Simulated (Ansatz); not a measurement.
Gas-phase electronic energies from Ansatz, PBE0-D4/def2-TZVP geometries. CCSD(T)/CBS is the MP2 limit (def2-TZVPP, def2-QZVPP) plus CCSD(T) − MP2 in def2-TZVPP, frozen cores. This one scheme is used for every species. Double bonds are as drawn, so ΔE can hold a change between cis and trans. Functionals use def2-TZVPP. B3LYP here is the variant with VWN-RPA as its local correlation; programs differ in this. HSE06 is defined as in plane-wave codes. Each species was taken in one conformer, which may not be the lowest.

Consider the formal hydrolysis of a C–S bond: `F/C=C\S` + H₂O → `O/C=C\F` + H₂S.

| level | ΔE (kcal/mol) |
| --- | --- |
| HSE06-D4 | 6.3 |
| PBE0 | 5.7 |
| B3LYP | 4.7 |
| RPA@PBE/def2-TZVPP | 5.1 |
| CCSD(T)/def2-SVP | 1.6 |
| SCS-MP2/def2-TZVPP | 7.1 |
| SCS-MP2/def2-QZVPP | 7.8 |
| HF/CBS(def2) | 2.9 |

Question: What does CCSD(T)/CBS give? (Estimate.)

Answer: The calculation gave: +7.6 kcal/mol. The listed levels differ from it by -1.3, -1.9, -2.9, -2.5, -6.0, -0.5, 0.2, -4.7 kcal/mol.

Largest T1 diagnostic among the species: 0.013.

At CCSD(T), def2-SVP lies −6.0 kcal/mol from the extrapolated value and def2-TZVPP −1.3 kcal/mol. The D4 term adds +1.1 kcal/mol with B3LYP and +0.6 kcal/mol with PBE0; it sums over pairs of atoms, weighted by their polarisabilities, and B3LYP, whose exchange is more repulsive, gets the larger term.
